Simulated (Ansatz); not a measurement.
C4H5FO, SMILES C/C=C(/F)C=O, a single point in a Gaussian basis

Computed with Ansatz's Python interface.

`c4h5fo.xyz`
```text
11

C    -1.45940   -0.01010   -0.13650
C    -0.24650    0.85490   -0.30060
C     1.00220    0.44210   -0.04720
F     2.02280    1.31740   -0.23310
C     1.32190   -0.91630    0.42350
O     2.51890   -1.23820    0.64240
H    -2.36810    0.56590   -0.41020
H    -1.38940   -0.89630   -0.80200
H    -1.55430   -0.33840    0.92000
H    -0.39460    1.87170   -0.64420
H     0.54670   -1.65260    0.58780
```

Run as a notebook:

**Cell 1**
```python
import json
import warnings

import ansatz
```

**Cell 2**
```python
BASIS_SET = "6-31G*"
XC = "lc_wpbe"
```

**Cell 3**
```python
warnings.simplefilter("ignore", ansatz.DeckWarning)
```

**Cell 4**
```python
system = ansatz.Crystal.molecule_from_extxyz("c4h5fo.xyz")
```

**Cell 5**
```python
calculation = system.calculation()
calculation = calculation.basis(gaussian=BASIS_SET)
calculation = calculation.functional(XC)
result = calculation.run(threads=1, backend="cpu")
data = result.report

type(result).__name__, type(data).__name__
```
Output:
```text
('RunOutcome', 'dict')
```

**Cell 6**
```python
{key: value for key, value in data.items() if isinstance(value, (int, float)) and "ev" in key}
```
Output:
```text
{'free_energy_ev': -8986.176263599153, 'reference_energy_ev': -8986.176263599153}
```

**Cell 7**
```python
data["positions_ang"]
```
Output:
```text
[[-1.4594, -0.0101, -0.1365], [-0.2465, 0.8549, -0.3006], [1.0022, 0.4421, -0.0472],
 [2.0228, 1.3174, -0.2331], [1.3219, -0.9163, 0.4235], [2.5189, -1.2382, 0.6424],
 [-2.3681, 0.5659, -0.4102], [-1.3894, -0.8963, -0.802], [-1.5543, -0.3384, 0.92],
 [-0.3946, 1.8717, -0.6442], [0.5467, -1.6526, 0.5878]]
```

**Cell 8**
```python
print(f"E = {data['free_energy_ev']:.6f} eV = {data['free_energy_ev'] / 27.211386246:.7f} Ha")
print("converged:", data["converged"], " doubts:", data["published_state_doubts"] or "none")
```
Output:
```text
E = -8986.176264 eV = -330.2358866 Ha
converged: True  doubts: none
```

**Cell 9**
```python
field = data["mean_field"]
print("<S^2> =", round(abs(field["state"]["spin_squared"]), 4), " relativity:", field["relativity"])
print("passes:", field["passes"])
if "symmetry" in field:
    print("occupied orbitals by irrep:", field["symmetry"]["occupied"])
with open("c4h5fo.json", "w") as handle:
    json.dump({k: data[k] for k in ("free_energy_ev", "reference_energy_ev", "n_occupied", "n_virtual")}, handle, indent=1)
```
Output:
```text
<S^2> = 0.0  relativity: none
passes: {'evaluations': 16, 'products': 16}
occupied orbitals by irrep: [{'A': 23}, {'A': 23}]
```

`c4h5fo.json`, as written:
```json
{
 "free_energy_ev": -8986.176263599153,
 "reference_energy_ev": -8986.176263599153,
 "n_occupied": [
  23,
  23
 ],
 "n_virtual": [
  77,
  77
 ]
}
```

Caveats:
- Total energies depend on the basis set; only differences at equal settings carry meaning.
- The geometry is a force-field or estimated start, not a minimum of this method, and the basis set is short of its limit.
- Timing: 6 s on 1 thread of Arm Neoverse N1, on a shared host, peak memory 0.22 GiB.

(Lines on the test bed's own set-up are left out of the output.)
